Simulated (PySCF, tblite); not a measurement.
# C5H3S radical: geometry, infrared bands and EPR parameters

What infrared bands and EPR parameters should C5H3S radical (`S=C1[C]=CC=C1`) show?

Computed with tblite 0.8.0 and PySCF 2.14.0, with density-fitted response routines of our own, on a single molecule in the gas phase. Atoms are numbered from 0 throughout.

## Step 1: Starting geometry

9 atoms, charge 0, multiplicity 2; geometry from: force field or distance geometry start.

Bonds of the start (Å): S0–C1 1.66, C1–C2 1.43, C2–C3 1.31, C3–C4 1.44, C4–C5 1.35, C5–C1 1.48, C3–H6 1.08, C4–H7 1.08, C5–H8 1.08.

## Step 2: Optimising the geometry with GFN2-xTB

The job: settings as JSON, then the geometry in Å.

```
{"job": {"kind": "relax", "xc": "GFN2-xTB", "basis": "xTB"}, "charge": 0, "multiplicity": 2}
S      2.793800    -0.702300    -0.050600
C      1.171600    -0.344900    -0.034500
C      0.189600    -1.378500    -0.066100
C     -1.010000    -0.858300    -0.047200
C     -0.848800     0.573200     0.037900
C      0.446000     0.937500     0.038800
H     -1.945800    -1.396700    -0.063600
H     -1.679000     1.261700     0.072200
H      0.896200     1.914200     0.087800
```

Command:

```sh
OMP_NUM_THREADS=1 python probes_run.py task.json out
```

This one command runs all jobs of the session in turn.

What it wrote:

```text
step      E/eV     max force
  0    -416.02413    2.259
  1    -416.10886    1.217
  2    -416.13824    0.770
  3    -416.16176    0.533
  4    -416.18610    0.467
  5    -416.20034    0.457
  6    -416.21361    0.381
  7    -416.22162    0.294
  8    -416.22651    0.225
  9    -416.22954    0.144
 10    -416.23118    0.123
 11    -416.23189    0.078
 12    -416.23226    0.050
 13    -416.23241    0.030
 14    -416.23247    0.021
 15    -416.23251    0.021
 16    -416.23254    0.016
 17    -416.23256    0.010
 18    -416.23256    0.007
```

It took 0.07 s on 1 thread of Arm Neoverse V2, shared host.

The steps of the relaxation:

| step | energy from step 0 (eV) | largest force (eV/Å) |
| --- | --- | --- |
| 0 | 0.0000 | 2.2590 |
| 1 | -0.0847 | 1.2175 |
| 2 | -0.1141 | 0.7703 |
| 3 | -0.1376 | 0.5332 |
| 4 | -0.1620 | 0.4672 |
| 5 | -0.1762 | 0.4572 |
| 6 | -0.1895 | 0.3811 |
| 7 | -0.1975 | 0.2942 |
| 8 | -0.2024 | 0.2246 |
| 9 | -0.2054 | 0.1441 |
| 10 | -0.2070 | 0.1234 |
| 11 | -0.2078 | 0.0775 |
| 12 | -0.2081 | 0.0504 |
| 13 | -0.2083 | 0.0300 |
| 14 | -0.2083 | 0.0206 |
| 15 | -0.2084 | 0.0212 |
| 16 | -0.2084 | 0.0162 |
| 17 | -0.2084 | 0.0102 |
| 18 | -0.2084 | 0.0071 |

Close pairs (by a distance rule), those that changed most:

| bond | before (Å) | after (Å) | change (Å) |
| --- | --- | --- | --- |
| S0–C1 | 1.661 | 1.626 | -0.035 |
| C3–C4 | 1.443 | 1.478 | +0.035 |
| C2–C3 | 1.308 | 1.332 | +0.024 |
| C1–C2 | 1.426 | 1.443 | +0.017 |
| C3–H6 | 1.080 | 1.072 | -0.008 |
| C1–C5 | 1.475 | 1.470 | -0.005 |
| C4–H7 | 1.079 | 1.075 | -0.004 |
| C5–H8 | 1.077 | 1.073 | -0.003 |

The final coordinates are the input of the step that follows.

## Step 3: Vibrational analysis with GFN2-xTB

The job: settings as JSON, then the geometry in Å.

```
{"job": {"kind": "ir", "xc": "GFN2-xTB", "basis": "xTB"}, "charge": 0, "multiplicity": 2}
S      2.825319    -0.516228    -0.045023
C      1.203073    -0.402217    -0.029874
C      0.170669    -1.409376    -0.074312
C     -1.047215    -0.872024    -0.041122
C     -0.863101     0.592379     0.031632
C      0.455657     0.862299     0.038286
H     -2.000728    -1.361278    -0.060942
H     -1.675061     1.296075     0.073017
H      0.944949     1.816363     0.083157
```

What it wrote:

```text
mode    cm-1     km/mol
  1    -145.9      3.42
  2     290.2      3.03
  3     352.6      2.52
  4     381.0      0.26
  5     421.0     66.85
  6     689.9     24.12
  7     759.8      0.27
  8     771.2     74.49
  9     776.0     37.31
 10     823.1      0.73
 11     968.7     17.36
 12    1005.2     42.97
 13    1061.2      7.84
 14    1140.0      8.52
 15    1209.3     18.14
 16    1271.8     54.89
 17    1523.5     16.78
 18    1563.3     12.97
 19    3125.2     21.88
 20    3156.4      8.00
 21    3166.3     10.62
```

It took 0.16 s on 1 thread of Arm Neoverse V2, shared host.

The strongest bands and the atoms that carry them (share of the mass-weighted mode):

| cm⁻¹ | km/mol | atoms |
| --- | --- | --- |
| 421 | 66.8 | S0 37 %, C2 23 %, C3 17 % |
| 690 | 24.1 | C4 34 %, C3 18 %, C5 16 %, C1 12 % |
| 771 | 74.5 | C2 47 %, C5 17 %, S0 15 % |
| 776 | 37.3 | H8 37 %, H7 21 %, H6 17 %, C5 10 % |
| 1005 | 43.0 | C1 36 %, C5 32 % |
| 1209 | 18.1 | H7 25 %, C1 22 %, C4 21 %, H8 10 % |
| 1272 | 54.9 | C1 58 %, H8 14 % |
| 3125 | 21.9 | H7 87 % |

## Step 4: EPR parameters: B3LYP/pcH-1

Settings changed since step 3:

```diff
@@ -1,2 +1,2 @@
-{"job": {"kind": "ir", "xc": "GFN2-xTB", "basis": "xTB"}, "charge": 0, "multiplicity": 2}
+{"job": {"kind": "epr", "basis": "pcH-1"}, "charge": 0, "multiplicity": 2}
 S      2.825319    -0.516228    -0.045023
```

Method: UKS B3LYP, pcH-1 on C H S, non-relativistic, mean-field spin-orbit, GIAO.

What it wrote:

```text
UKS, coarse grid
  cycle   1  E = -590.35472031  |g| = 2.35e-01
  cycle   2  E = -590.35310027  |g| = 2.48e-01
  cycle   3  E = -590.37899823  |g| = 9.59e-02
  cycle   4  E = -590.38277346  |g| = 4.70e-02
  cycle   5  E = -590.38403765  |g| = 1.59e-02
  cycle   6  E = -590.38422504  |g| = 8.35e-03
  cycle   7  E = -590.38431240  |g| = 4.13e-03
  cycle   8  E = -590.38435425  |g| = 2.98e-03
  cycle   9  E = -590.38439931  |g| = 2.32e-03
  cycle  10  E = -590.38442094  |g| = 1.42e-03
  cycle  11  E = -590.38444174  |g| = 6.75e-04
  cycle  12  E = -590.38444574  |g| = 5.36e-04
UKS, final grid
  cycle   1  E = -590.38443933  |g| = 8.48e-04
  cycle   2  E = -590.38443834  |g| = 1.70e-03
  cycle   3  E = -590.38443985  |g| = 2.15e-04
  cycle   4  E = -590.38443990  |g| = 1.32e-04
  cycle   5  E = -590.38443999  |g| = 1.18e-04
  cycle   6  E = -590.38444007  |g| = 6.06e-05
  cycle   7  E = -590.38444008  |g| = 3.29e-05
  cycle   8  E = -590.38444009  |g| = 2.23e-05
E = -590.38444009 Eh   <S^2> = 0.7907 (exact 0.7500)
g shifts (ppm)      1          2          3
  rmc          -165       -165       -165
  gc             19        -15         21
  oz_so         113        366       1511
  total         -32        186       1366
hyperfine (MHz)  atom isotope    a_iso     a_fc   dipolar eigenvalues
    0   33S       1.00       0.91     -1.75      0.33      1.42
    1   13C      46.96      46.96     -8.34     -6.09     14.43
    2   13C     506.37     506.42    -83.94    -46.81    130.75
    3   13C      26.74      26.71    -31.05      5.75     25.30
    4   13C      69.88      69.93    -10.33      3.99      6.34
    5   13C      29.48      29.42    -19.22      4.42     14.79
    6    1H      39.71      39.71     -6.77     -5.05     11.82
    7    1H       7.85       7.85     -4.18     -3.19      7.37
    8    1H      15.30      15.29     -3.56      1.33      2.24
```

It took 25 s on 1 thread of Arm Neoverse V2, shared host; peak memory 0.66 GiB.

Principal g values 2.00229, 2.00251, 2.00369; g(iso) = 2.00283, against 2.00232 for a free electron.

Hyperfine couplings, nucleus by nucleus at this fixed geometry (no averaging over rotations):

| nuclei | isotope | a(iso) (MHz) | a(iso) (G, at g = 2.0023) | largest dipolar term (MHz) |
| --- | --- | --- | --- | --- |
| C2 | 13C | 506.4 | 180.7 | 130.8 |
| C4 | 13C | 69.9 | 24.9 | -10.3 |
| C1 | 13C | 47.0 | 16.8 | 14.4 |
| H6 | 1H | 39.7 | 14.2 | 11.8 |
| C5 | 13C | 29.5 | 10.5 | -19.2 |
| C3 | 13C | 26.7 | 9.5 | -31.1 |
| H8 | 1H | 15.3 | 5.5 | -3.6 |
| H7 | 1H | 7.8 | 2.8 | 7.4 |
| S0 | 33S | 1.0 | 0.4 | -1.8 |

Mulliken spin populations:

| atom | value (e) |
| --- | --- |
| S0 | 0.01 |
| C1 | -0.02 |
| C2 | 1.09 |
| C3 | -0.18 |
| C4 | 0.14 |
| C5 | -0.06 |
| H6 | 0.02 |
| H7 | 0.00 |
| H8 | 0.01 |

In first order the couplings over 0.8 MHz of 1H give 8 distinct lines over 22.4 G.

Orbitals, density, ELF and potential are computed afterwards from the orbital file.

ELF in a plane through or near 9 of the atoms.

Ten even steps from '0' (0.00) to '9' (1.00):
```
0000000000000000000000000000
0000000000000000000000000000
0000000000000000000000000000
0000000001442000000000000000
0000000048998100278710000000
0000000069999303899980000000
0000010028999535899981000000
0002564002872383599950000000
0015888500435386765300000000
0026999832698454672000000000
0026986467236217875442000000
0016835748326545349998500000
0015843457579348339999800000
0014898874268237659999700000
0003799972048876316897200000
0001578841037986200000000000
0000145410026774100000000000
0000000000002431000000000000
0000000000000000000000000000
0000000000000000000000000000
```
The map spans 10.7 Å across and 8.6 Å up, centred on the molecule. Atoms in the plane (x, y in Å): S0 (-2.8, -0.8), C1 (-1.2, -0.5), C2 (0.0, -1.4), C3 (1.1, -0.8), C4 (0.8, 0.7), C5 (-0.5, 0.8), H6 (2.1, -1.1), H7 (1.5, 1.5), H8 (-1.1, 1.7).

On the surface of density 0.002 e/bohr³ the electrostatic potential runs, from the 1st to the 99th percentile, from -0.90 V near S0 to 1.32 V near H6.

The spin density lies nearest to C2 71 %; C3 8 % (beta excess); C4 7 %.

## Step 5: What came out

| quantity | value |
| --- | --- |
| strongest single infrared mode (GFN2-xTB) | 771 cm⁻¹, 74 km/mol |
| zero-point energy (GFN2-xTB) | 35.0 kcal/mol |
| g(iso) (B3LYP) | 2.00283 |
| ⟨S²⟩ | 0.791 (exact 0.75) |
| largest a(iso) | 13C on C2, 506.4 MHz |
| surface potential, 1st and 99th percentile | -0.90 V and 1.32 V |

What this shows: Relaxing lowered the energy by 0.208 eV in 18 steps; the close pair that moved most is S0–C1, from 1.661 to 1.626 Å. The lowest mode is imaginary (146i cm⁻¹), so the xTB geometry is not a minimum. The strongest single mode, at 771 cm⁻¹, has its largest shares on C2, C5 and S0 (the list is cut at 3 atoms). GFN2-xTB is a fitted tight-binding method: band positions and strengths are rough. Its intensities can rank the bands wrongly. C2 carries the largest spin population, 1.09 e. The isotropic g lies 0.5 ppt above the free-electron value.
